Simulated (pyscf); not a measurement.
Thermochemistry of product channels of Cl–GeH₂• + HCl on the doublet surface, in kcal/mol, from ωB97M-D3(BJ)/def2-TZVP energies (ideal gas, 1 atm, RRHO with modes under 100 cm⁻¹ raised to 100, one conformer, R ln 2 for rigid chiral ones). Optimised with ωB97X-D3(BJ)/def2-SVP in PySCF.

```tsv
products	ΔE	ΔH(298 K)	ΔG(900 K)	ΔG(1200 K)
Cl–GeH: [singlet] + H₂ + Cl•	…	+46.3	+25.6	+18.4
GeH₂ [singlet] + Cl–Cl + H•	+121.0	+115.9	+94.3	+86.8
```

What belongs in the gaps?


- Cl–GeH: [singlet] + H₂ + Cl•, ΔE: +48.4

These are energies of the channels, which say nothing of barriers. Left out: orbital degeneracy and the spin-orbit lowering of Cl. Elements up to Kr have no core potential and no relativistic terms here.
